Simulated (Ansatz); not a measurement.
# C2H5B (built from SMILES B.C#C): one structure at several levels

The task here is to estimate one member of a computed series from the others.

The runs use Ansatz 0.2.0, Gaussian basis; single points in def2-TZVPP.

Correlated methods freeze the cores.

### The system as given

8 atoms, charge 0, spin multiplicity 1.

Atoms are counted from 1 here; the program's logs count them from 0.

Bond lengths: B1–H2 1.263 Å, B1–H3 1.197 Å, B1–H4 1.160 Å, B1–C5 1.780 Å, C5–C6 1.257 Å, C5–H7 1.082 Å, C6–H8 1.041 Å. Angles: H2–B1–H3 107.0°, H2–B1–H4 106.4°, H2–B1–C5 96.4°, H3–B1–H4 125.1°, H3–B1–C5 109.2°, H4–B1–C5 108.8°, B1–C5–C6 76.6°, B1–C5–H7 141.1°, C6–C5–H7 142.3°, C5–C6–H8 153.5°.

As a file:

```csv
atom,x (Å),y (Å),z (Å)
B1,-0.3888,-0.5164,-0.6493
H2,-0.4214,-1.1294,0.4541
H3,-1.5192,-0.2409,-0.9307
H4,0.3427,-1.1058,-1.3302
C5,0.4363,0.9405,-0.0439
C6,0.2835,0.2414,0.9890
H7,0.8233,1.8917,-0.3839
H8,0.4076,0.0366,2.0021
```

Set-up of the first run:

The input, run/in.yaml:

```yaml
crystal:
  periodic: [false, false, false]
  atoms:
    - {symbol: B, position_ang: [-0.388800, -0.516400, -0.649300]}
    - {symbol: H, position_ang: [-0.421400, -1.129400, 0.454100]}
    - {symbol: H, position_ang: [-1.519200, -0.240900, -0.930700]}
    - {symbol: H, position_ang: [0.342700, -1.105800, -1.330200]}
    - {symbol: C, position_ang: [0.436300, 0.940500, -0.043900]}
    - {symbol: C, position_ang: [0.283500, 0.241400, 0.989000]}
    - {symbol: H, position_ang: [0.823300, 1.891700, -0.383900]}
    - {symbol: H, position_ang: [0.407600, 0.036600, 2.002100]}
basis:
  gaussian: {orbitals: def2-TZVPP}
correlation: {method: ccsd_t}
output: {forces: true}
```

No record of the launch command was kept for these runs.

Among the steps run: CCSD(T)/def2-TZVPP; PBE0-D4/def2-TZVPP; wB97M-V/def2-TZVPP; r2SCAN-D4/def2-TZVPP; PBE-D4/def2-TZVPP; wB97X-V/def2-TZVPP; r2SCAN0-D4/def2-TZVPP.

One table of the session follows, with a row left open; its other results are not shown here.

```
    method  RMS force component (eV/Å)  angle to CCSD(T) forces (°)  dipole (D)
   CCSD(T)                       0.651                    reference        2.67
   PBE0-D4                       0.799                         18.8        2.61
   wB97M-V                       0.747                         23.0        2.69
 r2SCAN-D4                       0.730                         16.0        2.58
    PBE-D4                           ?                            ?           ?
   wB97X-V                       0.794                         19.4        2.69
r2SCAN0-D4                       0.799                         25.2        2.65
```

Estimate the missing values for PBE-D4.

**Answer.** RMS force component (eV/Å): 0.750; angle to CCSD(T) forces (°): 10.0; dipole (D): 2.52. In the column «RMS force component (eV/Å)» it lies between wB97M-V (0.747) and wB97X-V (0.794).
